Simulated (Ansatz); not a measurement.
Process, species as SMILES: CCOC -> [CH2]COC + H atom (the C-H bond breaks)

Quantity: bond dissociation energy (enthalpy at 298 K), in kcal/mol. Conventions: 6-311+G** with 5d; non-relativistic; spin-orbit terms left out; UHF or UKS for open shells; 6-31G* and kin with 6d, 5d where marked; valence correlation only; LANL2DZ all-electron up to Ne; no dispersion term unless named. CBS(X,Y): correlation extrapolated as X^-3; Hartree-Fock from the larger set. [CCSD(T)-MP2]/basis is that difference in the basis named. First-principles rows: single points at B3LYP-D3(BJ) geometries (Ansatz, a quantum-chemistry and plane-wave program), with unscaled harmonic terms from B3LYP/6-31G* at its own minima.

Coupled cluster (Ansatz) is a level with limits of its own, used here on species with T1 under 0.025 (0.045 for open shells) and stable references: RI-MP2/CBS(cc-pVTZ,cc-pVQZ)+[CCSD(T)-MP2]/cc-pVDZ.

Value to compare with, RI-MP2/CBS(cc-pVTZ,cc-pVQZ)+[CCSD(T)-MP2]/cc-pVDZ (Ansatz): 103.4 kcal/mol.

```csv
level,program,bond dissociation energy (enthalpy at 298 K) (kcal/mol),difference
B3LYP/STO-3G,Ansatz,130.1,26.7
B3LYP/3-21G,Ansatz,103.6,0.2
B3LYP/LANL2DZ,Ansatz,101.0,-2.4
B3LYP/6-31G,Ansatz,101.2,-2.2
B3LYP/6-31G*,Ansatz,101.5,-1.9
B3LYP/6-31+G*,Ansatz,100.5,-2.9
B3LYP/6-31G**,Ansatz,102.1,-1.3
B3LYP/def2-SVP,Ansatz,99.9,-3.5
B3LYP/cc-pVDZ,Ansatz,99.2,-4.2
B3LYP/6-311+G**,Ansatz,99.7,-3.7
B3LYP/def2-TZVPD,Ansatz,99.5,-3.9
```

Among the 10 habitual levels, B3LYP/STO-3G lies farthest from RI-MP2/CBS(cc-pVTZ,cc-pVQZ)+[CCSD(T)-MP2]/cc-pVDZ (Ansatz) (26.7 kcal/mol) and B3LYP/3-21G nearest (0.2); 2 of 10 lie above it, and their mean absolute difference is 4.9 kcal/mol, the median 2.6. One case shows no general order.

The sets are all those run for this method; runs whose electronic state is in doubt are left out.
